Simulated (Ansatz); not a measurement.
System: C₂H₇N, charge 1, doublet. C2H7N+ (parent SMILES N(C)C, doublet).
B3LYP-D3(BJ)/def2-TZVP minimum from Ansatz (an electronic-structure program):
```xyz
10

C      1.2494     0.2689     0.1761
N      0.0335    -0.2669    -0.3516
C     -1.2808    -0.0189     0.1533
H      1.9032    -0.5615     0.4781
H      1.0480     0.9258     1.0162
H      1.7827     0.8015    -0.6227
H      0.1108    -0.8820    -1.1616
H     -1.7606    -0.9779     0.3904
H     -1.8876     0.4373    -0.6418
H     -1.2428     0.6249     1.0262
```
Charge +1, spin multiplicity 2.

Total energies in cc-pVDZ, 19 correlated electrons, 3 frozen orbitals. Radicals and triplets start from unrestricted determinants; spin-orbit coupling is neglected. Cores are frozen in correlated methods. No relativity. The spin of C2H7N+ (parent SMILES CNC, doublet) was assumed, and the state is the lowest solution found for it.

| method | program | energy (Eh) | minus CCSDT(Q) (mEh) |
|---|---|---|---|
| HF | Ansatz | -133.99769 | 487.93 |
| MP2 | Ansatz | -134.42069 | 64.93 |
| CCSD | Ansatz | -134.47163 | 13.99 |
| CCSD(T) | Ansatz | -134.48393 | 1.69 |
| CCSDT(Q) | Ansatz | -134.48562 | 0.00 |

Rough core times of Ansatz's runs on a shared machine: CCSD(T) under 20 s, CCSDT(Q) 30 min.
